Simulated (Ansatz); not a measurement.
# AlBClH2 radical (SMILES [BH][AlH][Cl]): single points off equilibrium

How do the functionals fare away from a minimum? The structure is a structure displaced at random from a GFN2-xTB minimum.

Computed with Ansatz 0.2.0, Gaussian basis. Level: single points in def2-TZVPP.

Cores are frozen in the correlated methods. Orbitals are unrestricted.

### 1 The system as given

SMILES `[BH][AlH][Cl]`, 5 atoms, charge 0, spin multiplicity 2.

Atoms are counted from 1 here; the program's logs count them from 0.

Bond lengths: B1–Al2 2.047 Å, B1–H4 1.158 Å, Al2–Cl3 1.979 Å, Al2–H5 1.591 Å. Angles: Al2–B1–H4 170.1°, B1–Al2–Cl3 120.1°, B1–Al2–H5 129.4°, Cl3–Al2–H5 110.5°.

As a file:

| atom | x (Å) | y (Å) | z (Å) |
| --- | --- | --- | --- |
| B1 | -1.1674 | -0.7834 | 0.0457 |
| Al2 | 0.6019 | 0.2439 | 0.0986 |
| Cl3 | 0.8504 | 1.8499 | -1.0299 |
| H4 | -2.2202 | -1.2340 | -0.1263 |
| H5 | 1.9029 | -0.0312 | 0.9725 |

### 2 CCSD(T)/def2-TZVPP

File run/in.yaml:

```yaml
crystal:
  periodic: [false, false, false]
  atoms:
    - {symbol: B, position_ang: [-1.167400, -0.783400, 0.045700]}
    - {symbol: Al, position_ang: [0.601900, 0.243900, 0.098600]}
    - {symbol: Cl, position_ang: [0.850400, 1.849900, -1.029900]}
    - {symbol: H, position_ang: [-2.220200, -1.234000, -0.126300]}
    - {symbol: H, position_ang: [1.902900, -0.031200, 0.972500]}
basis:
  gaussian: {orbitals: def2-TZVPP}
magnetization: {spin_polarized: true, initial_magnetization: 1}
correlation: {method: ccsd_t}
scf: {omitted_lower_state_checks: [cluster_reference]}
output: {forces: true}
```

The command line of these runs was not kept.

### 3 PBE0-D4/def2-TZVPP

run/in.yaml: that of step 2 with these lines changed.

```diff
@@ -11,4 +11,3 @@
 magnetization: {spin_polarized: true, initial_magnetization: 1}
-correlation: {method: ccsd_t}
-scf: {omitted_lower_state_checks: [cluster_reference]}
-output: {forces: true}
+hamiltonian: {xc: pbe0, dispersion: d4}
+output: {forces: true, orbitals: {seedname: orbitals}}
```

### 4 wB97M-V/def2-TZVPP

run/in.yaml: that of step 3 with these lines changed.

```diff
@@ -11,3 +11,3 @@
 magnetization: {spin_polarized: true, initial_magnetization: 1}
-hamiltonian: {xc: pbe0, dispersion: d4}
-output: {forces: true, orbitals: {seedname: orbitals}}
+hamiltonian: {xc: {name: wB97M-V}}
+output: {forces: true}
```

### 5 r2SCAN-D4/def2-TZVPP

run/in.yaml: that of step 4 with these lines changed.

```diff
@@ -11,3 +11,3 @@
 magnetization: {spin_polarized: true, initial_magnetization: 1}
-hamiltonian: {xc: {name: wB97M-V}}
+hamiltonian: {xc: r2scan, dispersion: d4}
 output: {forces: true}
```

### 6 PBE-D4/def2-TZVPP

run/in.yaml: that of step 5 with these lines changed.

```diff
@@ -11,3 +11,3 @@
 magnetization: {spin_polarized: true, initial_magnetization: 1}
-hamiltonian: {xc: r2scan, dispersion: d4}
+hamiltonian: {xc: pbe, dispersion: d4}
 output: {forces: true}
```

### 7 r2SCAN0-D4/def2-TZVPP

run/in.yaml: that of step 6 with these lines changed.

```diff
@@ -11,3 +11,3 @@
 magnetization: {spin_polarized: true, initial_magnetization: 1}
-hamiltonian: {xc: pbe, dispersion: d4}
+hamiltonian: {xc: {name: r2SCAN0}, dispersion: d4}
 output: {forces: true}
```

### 8 B97M-V/def2-TZVPP

run/in.yaml: that of step 7 with these lines changed.

```diff
@@ -11,3 +11,3 @@
 magnetization: {spin_polarized: true, initial_magnetization: 1}
-hamiltonian: {xc: {name: r2SCAN0}, dispersion: d4}
+hamiltonian: {xc: {name: B97M-V}}
 output: {forces: true}
```

(Steps that only read results are left out.)

Q: Predict the outcome of this session. Wanted: energy less free atoms, CCSD(T)/def2-TZVPP; RMS force component; RMS force error; HOMO and LUMO, PBE0-D4; T1 diagnostic.

As calculated:

| quantity | value |
| --- | --- |
| energy less free atoms, CCSD(T)/def2-TZVPP | -12.906 eV |
| RMS force component | 1.001 to 1.109 eV/Å over the methods |
| RMS force error | PBE0-D4 0.077, wB97M-V 0.062, r2SCAN-D4 0.055, PBE-D4 0.095, r2SCAN0-D4 0.090, B97M-V 0.101 eV/Å |
| HOMO and LUMO, PBE0-D4 | -6.05 and -3.11 eV |
| T1 diagnostic | 0.011 |

What this shows: Against CCSD(T) the functionals' energies less atoms differ by -0.842 to -0.482 eV, PBE-D4 by -0.482 eV. A larger basis would deepen the CCSD(T) value, while the functionals are nearly converged already, so the order here is not reliable. On forces the order runs from r2SCAN-D4 to B97M-V. Frozen-core CCSD(T) forces in triple zeta carry basis errors of their own, and this is one geometry, so small gaps rank nothing.
